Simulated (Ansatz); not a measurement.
# Na3Cd: from a trial structure to a relaxed crystal

Computed with Ansatz 0.2.0, DFT r2SCAN, scalar-relativistic, plane waves, PAW. Cutoff 500 eV, Γ-centred k mesh, Gaussian smearing, no spin polarisation in the final step.

The start puts Na3Cd on the sites of a reported Cu3Pd cell (P4/mmm, No. 123), with Cd in place of Pd, Na in place of Cu, at a guessed volume.

```
CELL_PARAMETERS angstrom
4.86563 0.00000 0.00000
0.00000 4.86563 0.00000
0.00000 0.00000 4.81562
ATOMIC_POSITIONS crystal
Na 0.00000 0.50000 0.50000
Na 0.50000 0.00000 0.50000
Na 0.50000 0.50000 0.00000
Cd 0.00000 0.00000 0.00000
```

Cell and atoms relax at zero pressure; the relaxation can't lower the symmetry of the start.

The zero of energy is the elements' standard structures at the same level; no fitted shifts are applied.

Q: Describe the relaxed structure.

A: It ends in Pm-3m (No. 221). The result has the Cu3Au (L1_2) structure. Conventional cell: a = 4.915 Å. Around Na lie 4 Cd at 3.48 Å and 8 Na at 3.48 Å; around Cd lie 12 Na at 3.48 Å.

```
Na Cd
1.0
     4.91475    0.00000    0.00000
     0.00000    4.91475    0.00000
     0.00000    0.00000    4.91475
Na Cd
3 1
Direct
  0.00000 0.50000 0.50000
  0.50000 0.00000 0.50000
  0.50000 0.50000 0.00000
  0.00000 0.00000 0.00000
```

Q: What are its volume, energy, density and gap?

A: The volume per atom is 29.68 Å³. The density is 2.54 g/cm³, the energy over the elements is -0.02 eV/atom and the gap on the 10×10×10 mesh is 0 eV (a metal).

The final run used a 10×10×10 mesh on its 4-atom cell and 0.10 eV smearing. The k mesh leaves about 4 meV/atom of noise in metals. A structure relaxed within its symmetry needn't be a true minimum.

Cost: 2 runs of about 4.3 core-minutes in all, on Arm Neoverse V2 (shared hosts).